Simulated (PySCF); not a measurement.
Ligands exchanged one at a time, Si F-Cl. Gas-phase values, no solvent. Strings in code marks are SMILES.

Calculation: ωB97X-D3(BJ)/def2-TZVP // PBE0-D3(BJ)/def2-TZVP run with PySCF. All candidates: neutral, multiplicity 1. Delta-SCF ions had no search for a lower state. Excitations are Tamm–Dancoff values on a coarser integration grid. The basis has no diffuse functions, so Rydberg states are missing or too high.

| Quantity | Result |
|---|---|
| HOMO | -12.42 eV |
| vertical ionisation energy (Delta-SCF) | 12.67 eV |
| S1 excitation (TDA) | 8.99 eV |

Task: Say which member has these values.
A) `Cl[Si](Cl)(Cl)Cl`
B) `F[Si](Cl)(Cl)Cl`
C) `F[Si](F)(F)F`
D) `F[Si](F)(Cl)Cl`

Result: D, `F[Si](F)(Cl)Cl`. The others give `Cl[Si](Cl)(Cl)Cl`: -12.03 eV, 12.14 eV, 8.21 eV; `F[Si](F)(F)F`: -15.40 eV, 15.91 eV, 11.79 eV; `F[Si](Cl)(Cl)Cl`: -12.11 eV, 12.29 eV, 8.45 eV
